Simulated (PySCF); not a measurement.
## A search over the determinants of CN⁺

Unrestricted PBE0; basis C def2-TZVPPD, N def2-TZVPPD; no relativity; PySCF 2.14. Outer shells of the fragments: C+ 2s2 2p1; N 2s2 2p3.

Followed along the bond (rough minima from three points):

```
2Ms+1    unpaired  ⟨S²⟩ at the start  R at minimum (Å)  Te (eV)
    3    σ ↑, π ↑               2.03              1.23     0.00
    1    σ ↑, π ↓               1.15              1.23     0.30
    3        π ↑↑               2.01              1.36     0.91
    1        π ↑↓               1.00              1.36     1.36
    5  σ ↑, π ↑↑↑               6.00  none in the scan   ≤ 3.41
```

Solutions found at the starting distance of 1.465 Å, counted from the lowest of them; the search is not exhaustive and high or unbound solutions are not listed, so other states can lie among these:

```csv
2Ms+1,unpaired,term,E (eV),⟨S²⟩,⟨Lz²⟩,μ (D)
3,π ↑↑,³Σ⁻,0.00,2.01,0.00,-0.83
3,"σ ↑, π ↑",³Π,0.20,2.03,1.01,-1.57
1,"σ ↑, π ↓",mixed,0.42,1.15,1.00,-1.79
1,π ↑↓,mixed,0.44,1.00,2.01,-0.74
1,none,mixed,1.79,0.00,2.00,-0.51
1,none,mixed,1.91,1.34,0.00,-1.47
5,"σ ↑, π ↑↑↑",⁵Π,2.33,6.00,1.00,-1.42
3,"σ ↑, π ↑↑↓",mixed,3.21,3.01,3.01,-1.46
3,"σ ↓, π ↑↑↑",mixed,3.43,3.03,1.00,-1.03
1,"σ ↑, π ↑↓↓",mixed,3.82,2.02,3.02,-0.95
```

A term symbol is given only where ⟨S²⟩ and ⟨Lz²⟩ are close to those of a pure state; real π, δ and φ orbitals otherwise mix terms. A positive dipole points towards N; it is taken about the centre of mass and depends on that origin.
